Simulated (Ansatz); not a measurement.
**V: from a first guess to the relaxed bcc type**

First guess:

```yaml
crystal:
  lattice:
    - [-1.46177, 1.46177, 1.46177]
    - [1.46177, -1.46177, 1.46177]
    - [1.46177, 1.46177, -1.46177]
  atoms:
    - { symbol: V, position: [0.00000, 0.00000, 0.00000] }
```

Method: Ansatz 0.2.0, DFT, PBE, PAW with Ansatz's default frozen-core files, scalar-relativistic.

Cell and atoms relax within the symmetry of the start on a 16×16×16 k mesh with 0.05 eV Fermi–Dirac smearing, from parallel moments.

The start is built from a prototype, known or not as a phase of this compound; the cutoff is 420 eV.

The magnetic state is the one reached from parallel moments; other orders may lie lower.

Question: What is the pressure of the first guess?

Answer: 15.60 GPa.

Question: What does it relax to?

Answer: a = 2.998 Å, b = 2.998 Å, c = 2.998 Å, α = 90.00°, β = 90.00°, γ = 90.00° (conventional cell), 13.47 Å³ per atom:
```cif
data_structure
_symmetry_space_group_name_H-M 'Im-3m'
_symmetry_Int_Tables_number 229
_cell_length_a 2.9977
_cell_length_b 2.9977
_cell_length_c 2.9977
_cell_angle_alpha 90.000
_cell_angle_beta 90.000
_cell_angle_gamma 90.000
_cell_volume 26.94
loop_
_atom_site_label
_atom_site_type_symbol
_atom_site_symmetry_multiplicity
_atom_site_Wyckoff_symbol
_atom_site_fract_x
_atom_site_fract_y
_atom_site_fract_z
_atom_site_occupancy
V1 V 2 a 0.00000 0.00000 0.00000 1
```

Question: How much energy does the relaxation release?

Answer: 45 meV/atom.

Question: What moment does the relaxed primitive cell (1 atom) carry?

Answer: 0.00 μB.
